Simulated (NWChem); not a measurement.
**Correlation energy of C3H7Cl**

SMILES: CCCCl
```xyz
11

C     -1.9197    -0.2437     0.2260
C     -0.7067    -1.1286    -0.0602
C      0.6150    -0.5763     0.4584
Cl     1.0707     0.9888    -0.3364
H     -2.0663    -0.0978     1.3168
H     -2.8483    -0.6900    -0.1819
H     -1.7898     0.7571    -0.2322
H     -0.6126    -1.3118    -1.1522
H     -0.8421    -2.1290     0.4100
H      0.5731    -0.3707     1.5471
H      1.4517    -1.2752     0.2657
```
Charge 0, spin multiplicity 1.

The numbers come from NWChem runs, not from measurements. Structure: optimised with PBE/def2-SVP, a minimum by its harmonic frequencies. It is one conformer; others weren't searched.

Basis set: 6-31G*. Each correlation energy counts from its own Hartree-Fock reference.

```csv
method,correlation energy (mHa),difference from CCSD(T)
MP2,-520.7,+68.3
SCS-MP2,-516.9,+72.2
CCSD,-573.4,+15.6
CCSD+T(CCSD),-589.7,-0.6
CCSD(T),-589.0,0.0
```

The values span 72.8 mHa, from CCSD+T(CCSD) (lowest) to SCS-MP2 (highest). 

The correlated methods keep 8 core orbitals frozen. The Pople sets run with spherical d functions. The structure started from a generated list of species. No row is a measurement; the coupled-cluster row has its own basis-set and correlation limits.
